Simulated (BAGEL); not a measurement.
# C2H4F2O (SMILES FCOCF) at HF/cc-pVDZ (density fitting with qzvpp-jkfit)

What is the energy change on altering one bond length of C2H4F2O at HF/cc-pVDZ (density fitting with qzvpp-jkfit)? 

The calculation is run with BAGEL 1.2.2.

3 further runs of the same task are left out: 3 that didn't finish.

**1. The system as given**

C2H4F2O has 9 atoms, charge 0, and is taken as a singlet. SMILES: `FCOCF`. The coordinates come from a PBE0-D4/def2-TZVP relaxation. This is one conformer, not always the lowest.

Bond lengths: F1–C2 1.375 Å, C2–O3 1.381 Å, O3–C4 1.381 Å, C4–F5 1.375 Å, C2–H6 1.094 Å, C2–H7 1.090 Å, C4–H8 1.094 Å, C4–H9 1.090 Å. Some angles: F1–C2–O3 110.4°, C2–O3–C4 114.8°, O3–C4–F5 110.4°, F1–C2–H6 107.3°, F1–C2–H7 108.3°, O3–C2–H6 111.9°, O3–C2–H7 107.0°, O3–C4–H8 111.9°, O3–C4–H9 107.0°, F5–C4–H8 107.3°.

**2. A single-point energy at HF/cc-pVDZ (density fitting with qzvpp-jkfit)**

Input file input.json:

```json
{ "bagel": [

{
  "title": "molecule",
  "basis": "cc-pvdz.json",
  "df_basis": "qzvpp-jkfit",
  "angstrom": "true",
  "geometry": [
    { "atom": "F", "xyz": [      -1.734200,       0.805200,      -0.245200 ] },
    { "atom": "C", "xyz": [      -0.460700,       0.758500,      -0.762300 ] },
    { "atom": "O", "xyz": [       0.071100,      -0.508000,      -0.618700 ] },
    { "atom": "C", "xyz": [       0.447400,      -0.834700,       0.669300 ] },
    { "atom": "F", "xyz": [       1.603900,      -0.174500,       1.013000 ] },
    { "atom": "H", "xyz": [       0.132500,       1.512200,      -0.235900 ] },
    { "atom": "H", "xyz": [      -0.517700,       0.959900,      -1.832000 ] },
    { "atom": "H", "xyz": [      -0.316800,      -0.555400,       1.400900 ] },
    { "atom": "H", "xyz": [       0.648400,      -1.905900,       0.679800 ] }
  ]
},

{
  "title": "hf"
},

{
  "title": "print",
  "file": "orbitals.molden",
  "orbitals": "true"
}

]}
```

The basis set cc-pVDZ is read from a file made from the Basis Set Exchange's data (not shown).

On the command line:

```console
BAGEL_NUM_THREADS=1 BAGEL input.json > input.out
```

Output:

```text
* using 1 threads per process

  ===============================================================
  ===============================================================

  *** Geometry ***

  { "atom" : "F", "xyz" : [     -3.277163,      1.521607,     -0.463361 ] },
  { "atom" : "C", "xyz" : [     -0.870597,      1.433357,     -1.440538 ] },
  { "atom" : "O", "xyz" : [      0.134360,     -0.959981,     -1.169174 ] },
  { "atom" : "C", "xyz" : [      0.845463,     -1.577354,      1.264794 ] },
  { "atom" : "F", "xyz" : [      3.030932,     -0.329757,      1.914293 ] },
  { "atom" : "H", "xyz" : [      0.250389,      2.857644,     -0.445786 ] },
  { "atom" : "H", "xyz" : [     -0.978311,      1.813948,     -3.461978 ] },
  { "atom" : "H", "xyz" : [     -0.598665,     -1.049554,      2.647317 ] },
  { "atom" : "H", "xyz" : [      1.225298,     -3.601629,      1.284636 ] },

  Number of auxiliary basis functions:      453

  Since a DF basis is specified, we compute 2- and 3-index integrals:
    o Being stored without compression. Storage requirement is 0.029 GB

  Number of basis functions:       90
  Number of electrons      :       42

    * METHOD: MOLECULE                             0.23

  *** RHF ***

  === Nuclear Repulsion ===
   193.1082387979

      * DIIS with orbital gradients will be used.

  === RHF iteration (cc-pvdz.json) ===
      0       -351.60200190          0.01365036           0.06
      1       -351.75179461          0.00878397           0.06
      2       -351.80891639          0.00112848           0.06
      3       -351.81041764          0.00020639           0.06
      4       -351.81045803          0.00007454           0.06
      5       -351.81046576          0.00002548           0.06
      6       -351.81046670          0.00000949           0.06
      7       -351.81046680          0.00000304           0.06
      8       -351.81046681          0.00000104           0.06
      9       -351.81046681          0.00000023           0.06
     10       -351.81046682          0.00000007           0.06
     11       -351.81046682          0.00000003           0.06
     12       -351.81046682          0.00000001           0.06
     13       -351.81046682          0.00000000           0.07
    * SCF iteration converged.

    * Permanent dipole moment:
           (   -0.005344,     0.032552,     0.039765) a.u.

    * METHOD: HF                                   1.03

    * METHOD: PRINT                                0.02

  ===============================================================
```

Wall time 1.4 s (1 thread of Arm Neoverse V1, shared host); peak memory 0.12 GiB.

**3. The distorted shape**

Input file job.json:

```json
{ "bagel" : [

{
  "title" : "molecule",
  "basis" : "cc-pvdz.json",
  "df_basis" : "qzvpp-jkfit",
  "angstrom" : "true",
  "geometry" : [
    { "atom" : "F", "xyz" : [      -1.717099,       0.744777,       0.075728 ] },
    { "atom" : "C", "xyz" : [      -0.443599,       0.698077,      -0.441372 ] },
    { "atom" : "O", "xyz" : [       0.088201,      -0.568423,      -0.297772 ] },
    { "atom" : "C", "xyz" : [       0.464501,      -0.895123,       0.990228 ] },
    { "atom" : "F", "xyz" : [       1.621001,      -0.234923,       1.333928 ] },
    { "atom" : "H", "xyz" : [       0.149601,       1.451777,       0.085028 ] },
    { "atom" : "H", "xyz" : [      -0.517700,       0.959900,      -1.832000 ] },
    { "atom" : "H", "xyz" : [      -0.299699,      -0.615823,       1.721828 ] },
    { "atom" : "H", "xyz" : [       0.665501,      -1.966323,       1.000728 ] }
  ]
},

{ "title" : "hf" },

{ "title" : "print", "file" : "orbitals.molden", "orbitals" : "true" }

]}
```

The basis set cc-pVDZ is read from a file made from the Basis Set Exchange's data (not shown).

On the command line:

```console
BAGEL_NUM_THREADS=1 BAGEL job.json > job.out
```

Output:

```text
* using 1 threads per process

  ===============================================================
  ===============================================================

  *** Geometry ***

  { "atom" : "F", "xyz" : [     -3.244847,      1.407425,      0.143105 ] },
  { "atom" : "C", "xyz" : [     -0.838281,      1.319174,     -0.834072 ] },
  { "atom" : "O", "xyz" : [      0.166676,     -1.074164,     -0.562708 ] },
  { "atom" : "C", "xyz" : [      0.877780,     -1.691537,      1.871260 ] },
  { "atom" : "F", "xyz" : [      3.063248,     -0.443940,      2.520759 ] },
  { "atom" : "H", "xyz" : [      0.282705,      2.743461,      0.160680 ] },
  { "atom" : "H", "xyz" : [     -0.978311,      1.813948,     -3.461978 ] },
  { "atom" : "H", "xyz" : [     -0.566349,     -1.163737,      3.253783 ] },
  { "atom" : "H", "xyz" : [      1.257615,     -3.715812,      1.891102 ] },

  Number of auxiliary basis functions:      453

  Since a DF basis is specified, we compute 2- and 3-index integrals:
    o Being stored without compression. Storage requirement is 0.029 GB

  Number of basis functions:       90
  Number of electrons      :       42

    * METHOD: MOLECULE                             0.22

  *** RHF ***

  === Nuclear Repulsion ===
   191.6948330999

      * DIIS with orbital gradients will be used.

  === RHF iteration (cc-pvdz.json) ===
      0       -351.54750143          0.01399887           0.07
      1       -351.70250004          0.00904770           0.06
      2       -351.76448730          0.00115036           0.06
      3       -351.76619146          0.00023454           0.06
      4       -351.76624731          0.00008937           0.06
      5       -351.76625912          0.00002769           0.06
      6       -351.76626030          0.00001055           0.06
      7       -351.76626043          0.00000332           0.06
      8       -351.76626044          0.00000122           0.09
      9       -351.76626045          0.00000028           0.06
     10       -351.76626045          0.00000009           0.06
     11       -351.76626045          0.00000004           0.06
     12       -351.76626045          0.00000002           0.06
     13       -351.76626045          0.00000001           0.07
    * SCF iteration converged.

    * Permanent dipole moment:
           (   -0.013315,     0.081809,    -0.089736) a.u.

    * METHOD: HF                                   1.04

    * METHOD: PRINT                                0.02

  ===============================================================
```

Wall time 1.4 s (1 thread of Arm Neoverse V1, shared host); peak memory 0.12 GiB.

**4. Outcome**

At HF/cc-pVDZ (density fitting with qzvpp-jkfit):

```
                                                         quantity          value
                                        first shape: total energy  -351.81047 Eh
                                       first shape: dipole moment         0.13 D
                                         first shape: HOMO energy      -13.61 eV
                                         first shape: LUMO energy        5.23 eV
                                       first shape: HOMO–LUMO gap       18.83 eV
                                    distorted shape: total energy  -351.76626 Eh
                                   distorted shape: dipole moment         0.31 D
                                     distorted shape: HOMO energy      -12.92 eV
                                     distorted shape: LUMO energy        4.38 eV
                                   distorted shape: HOMO–LUMO gap       17.30 eV
energy change with the C2–H7 bond stretched from 1.090 to 1.417 Å       1.203 eV
```

With the C2–H7 bond stretched from 1.090 to 1.417 Å the energy rises by 1.20 eV (116 kJ/mol). The first shape isn't relaxed at this level, so the change isn't measured from a minimum.
